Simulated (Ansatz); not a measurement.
**ZrV₂ (Fd-3m)**

The calculation used DFT r2SCAN, scalar-relativistic, plane waves, PAW in Ansatz 0.2.0.

Plane waves to 500 eV, a k mesh through Γ of 8×8×8 on the computed 6-atom cell and Gaussian smearing (0.10 eV); collinear spin from starting moments -0.22 -0.22 1.01 1.01 1.01 1.01 μB.

The structure is relaxed at this level of theory with its symmetry kept. Whether it is the stable form of this composition wasn't checked.

```cif
data_structure
_symmetry_space_group_name_H-M 'Fd-3m:1'
_symmetry_Int_Tables_number 227
_cell_length_a 7.4413
_cell_length_b 7.4413
_cell_length_c 7.4413
_cell_angle_alpha 90.000
_cell_angle_beta 90.000
_cell_angle_gamma 90.000
_cell_volume 412.04
loop_
_atom_site_label
_atom_site_type_symbol
_atom_site_symmetry_multiplicity
_atom_site_Wyckoff_symbol
_atom_site_fract_x
_atom_site_fract_y
_atom_site_fract_z
_atom_site_occupancy
Zr1 Zr 8 a 0.50000 0.00000 0.50000 1
V1 V 16 d 0.12500 0.62500 0.12500 1
```

| Quantity | Value |
| --- | --- |
| Space group | Fd-3m (No. 227) |
| Volume per atom | 17.17 Å³ |
| Formation energy from the elements' standard states (uncorrected) | +0.070 eV/atom |
| Generalised Kohn–Sham band gap | none (metal) |
| Density of states at the Fermi level | 5.59 states/eV per cell |
| Löwdin character within 0.5 eV of the Fermi level | V 3d 61 %, Zr 4d 26 %, unprojected 7 % |
| Bader charges (e) | Zr (2 in the cell) 1.04, V (4 in the cell) -0.52 |
| Total moment | 4.09 μB per cell |
| Site moments (μB; atoms counted from 1 over the whole cell) | Zr (atom 1) -0.20, Zr (atom 2) -0.20, V (atom 3) 0.92, V (atom 4) 0.92, V (atom 5) 0.92, V (atom 6) 0.92 |

The state reached may not be the lowest one.

Only this magnetic start was tried.

2 further runs of this set didn't finish or converge.

Cost: 7 runs of about 18 core-minutes in all, on Arm Neoverse V2 (shared hosts).